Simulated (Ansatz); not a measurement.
**CHOSi (doublet): wave-function methods side by side, def2-TZVPP**

An exercise on one series of results from a longer session: the logs are not shown, and one member is left open.

Method: def2-TZVPP, core rule «outside noble gas», up to 7 orbitals frozen; program: Ansatz 0.2.0, Gaussian basis.

Plan: UHF; ROHF; CCSD(T) on UHF.

## The geometry

The geometry is a PBE0/def2-TZVP stationary point (not a proven minimum) of the parent state, kept for this charge and spin.

4 atoms, charge 0, spin multiplicity 2.

Atoms are counted from 1 here; the program's logs count them from 0.

Bond lengths: O1–C2 1.195 Å, C2–Si3 1.957 Å, C2–H4 1.107 Å. Angles: O1–C2–Si3 126.3°, O1–C2–H4 123.6°, Si3–C2–H4 110.1°.

Set-up of the first run:

The input, in.yaml:

```yaml
crystal:
  periodic: [false, false, false]
  atoms:
    - {symbol: O, position_ang: [0.000000, -0.313583, 1.598105]}
    - {symbol: C, position_ang: [0.000000, 0.436706, 0.668068]}
    - {symbol: Si, position_ang: [0.000000, -0.063363, -1.223700]}
    - {symbol: H, position_ang: [0.000000, 1.539364, 0.769440]}
basis:
  gaussian: {orbitals: def2-TZVPP}
magnetization: {spin_polarized: true, initial_magnetization: 1}
hamiltonian: {xc: hf}
output: {orbitals: {seedname: orbitals}}
```

Launch:

```bash
$ ansatz run in.yaml --threads 1 --pin off --events-out ev --progress --plain --max-ram 4096MiB --backend cpu
```

Among the steps run: UHF; ROHF; CCSD(T) on UHF.

One of the session's tables, all rows but one given; the rest of the session is left out.

```
  method  from UCCSD(T) (kJ/mol)
    ROHF                 +1321.6
     UHF                       ?
    UMP2                  +133.8
   UCCSD                   +56.9
UCCSD(T)                       0
```

**Question.** Estimate the row for UHF.

As computed: from UCCSD(T) (kJ/mol): +1304.2. In the column «from UCCSD(T) (kJ/mol)» it lies between UMP2 (+133.8) and ROHF (+1321.6).
